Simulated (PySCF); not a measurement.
**Towards the basis-set limit for O₂−**

One table from this session's results is given with a row withheld; the runs are named, their logs left out.

Computed with PySCF 2.14.0. Level: CCSD(T) on ROHF, no relativity in the base curves; scalar relativity is added as a correction.

2 further runs of the same task are left out: 2 set aside as unsound or not needed.

Set-up of the first run:

```yaml
molecule: O₂−
state: doublet, unpaired electrons π ↑
smaller_basis: O aug-cc-pVDZ
larger_basis: O aug-cc-pVTZ
frozen_core_orbitals: 2
extrapolation: correlation as n⁻³ (n = 2, 3), Hartree–Fock as (n+1)·exp(−9√n)
corrections: core–valence correlation, scalar relativity
distances_Å: 1.1717, 1.2250, 1.2783, 1.3315, 1.3848, 1.4514, 1.5179
masses_u: 15.9949, 15.9949
dissociation_limit: O + O−
```

The run is started by

```console
OMP_NUM_THREADS=4 python comp.py task.json out
```

One of the session's tables, all rows but one given; the rest of the session is left out.

Parts of the energy along the bond, in eV from O + O−:

```
 R (Å)  HF/CBS  CCSD corr.      (T)  core–valence  relativity
1.1717  -0.705      -2.286  -0.2140       -0.0260      0.0094
1.2250       ?           ?        ?             ?           ?
1.2783  -1.180      -2.539  -0.2768       -0.0131      0.0079
1.3315  -1.113      -2.680  -0.3143       -0.0082      0.0069
1.3848  -0.915      -2.826  -0.3550       -0.0041      0.0060
1.4514  -0.541      -3.014  -0.4097        0.0000      0.0049
1.5179  -0.076      -3.204  -0.4676        0.0032      0.0039
```

**Question.** Estimate the row for R (Å) = 1.2250.

Worked estimate for «HF/CBS». A straight line through the neighbours (1.1717, -0.705) and (1.2783, -1.180) gives -0.705 + (-1.180 + 0.705) × (1.2250 − 1.1717) / (1.2783 − 1.1717) = -0.943; a parabola fitted to 3 rows on both sides gives -1.044.

As computed: HF/CBS: -1.066; CCSD corr.: -2.407; (T): -0.2431; core–valence: -0.0190; relativity: 0.0087. In «HF/CBS» the line misses by +0.123 and the parabola by +0.022.

Caveats from the session: An extrapolation from double and triple zeta is rough, so this isn't yet the limit.
